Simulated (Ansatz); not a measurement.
**Energy of zinc-blende GaN (metastable phase) less that of wurtzite GaN, by level of theory**

No measured value is used here.

| level (code) | value (meV/atom) |
|---|---|
| LDA (Ansatz) | 6 |
| PBE (Ansatz) | 5 |
| rVV10 (Ansatz) | ? |
| r²SCAN (Ansatz) | 7 |

Question: Fill in the missing entries.

Answer: 
- rVV10 (Ansatz, a first-principles code), value (meV/atom): 2

Each level is taken at its own relaxed cell. Ansatz's density-functional and Hartree–Fock values are scalar-relativistic unless marked +SOC, with PAW data made under PBE.
